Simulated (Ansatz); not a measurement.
C5H5F (`FC1=CCC=C1`), relaxed with RKS PBE0-D4/def2-TZVP in the Gaussian-basis code of Ansatz from a PBE-D4/def2-SVP geometry. The force threshold is 0.005 eV/Å; the program also tests the step.

Total charge 0; spin multiplicity 1.

Start:

```xyz
11

F    -2.096   -1.160    1.025
C    -1.027   -0.561    0.485
C    -0.940   -0.024   -0.762
C     0.450    0.526   -0.903
C     1.114    0.226    0.416
C     0.229   -0.416    1.225
H    -1.727    0.007   -1.525
H     1.006    0.062   -1.750
H     0.453    1.621   -1.118
H     2.150    0.496    0.657
H     0.387   -0.777    2.250
```

(1) By how much does the energy fall, and how many steps does the optimiser take? (Estimate.)

(2) Which bonds change most? (Estimate.)

(3) Give the relaxed structure. (Estimate.)

## Answers

(1) The calculation gave: 6.07 kJ/mol, in 3 steps.

(2) Ansatz gave: C2–C3 from 1.360 to 1.337 Å; C5–C6 from 1.361 to 1.340 Å; C4–H8 from 1.115 to 1.098 Å; C4–H9 from 1.115 to 1.098 Å.

(3) Ansatz gave: 
```xyz
11

F    -2.074   -1.147    1.013
C    -1.014   -0.552    0.473
C    -0.932   -0.025   -0.753
C     0.448    0.523   -0.897
C     1.101    0.222    0.414
C     0.230   -0.410    1.211
H    -1.707    0.005   -1.504
H     0.993    0.058   -1.729
H     0.446    1.602   -1.102
H     2.121    0.487    0.654
H     0.387   -0.765    2.221
```
